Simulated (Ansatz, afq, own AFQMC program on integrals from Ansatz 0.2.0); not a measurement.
## Ag, doublet → Ag⁺, triplet

A free Ag atom.

E(triplet, charge +1) − E(doublet, charge +0) at this geometry, on UHF and UHF determinants.

Basis def2-TZVPP with its core potentials. Noble-gas cores (and the filled d shells of Ga–Kr and In–Xe) are frozen. Integrals, coupled cluster, full CI and functionals: Ansatz 0.2.0; the random walks run on the same integrals in our own AFQMC program. ph-AFQMC/CISD is guided by a CISD state made of CCSD amplitudes; releasing the constraint for a short imaginary time cuts its bias at the price of noise, slowly where states lie close. ± is one standard error of the sampling. No spin–orbit coupling. The metal's outer-core s and p shells are frozen, which shifts wave-function levels against functionals. The errors of all members are added in quadrature.

No full CI on the walks' own integrals is used here; CCSDT(Q) serves as the reference and is uncertain by about the last step of the cluster series. Each member takes its own surest rung, up to full CI.

Errors are counted within def2-TZVPP, not against nature.

Cautions: no spin-orbit coupling; outer-core shells of the metal frozen; Ag⁺ (triplet): another spin lies lower; this isn't the first ionization.

```tsv
level	vertical ionization energy (eV)
MP2	12.686
CCSD	12.320
```

Question: From these cheaper values, estimate the vertical ionization energy at the reference level in def2-TZVPP.

Answer: 12.419 eV (CCSDT(Q) in def2-TZVPP).

```csv
level,vertical ionization energy (eV),error against CCSDT(Q) (eV)
HF,10.759,-1.661
CCSD(T),12.431,0.011
CCSDT,12.418,-0.002
ph-AFQMC/CISD,12.424 ± 0.004,0.005 ± 0.004
released AFQMC,12.417 ± 0.010,-0.002 ± 0.010
```

Correlation beyond CCSD(T) takes off 0.011 eV. The perturbative (T) step is worth +0.111 eV.

A walk keeps the symmetry of its determinant, which the program's search chose and which needn't be the lowest solution, so a lower state of the same spin and another symmetry isn't excluded. Released energies are given only where the last usable release times agree within the noise; a slower fall can still hide under it.
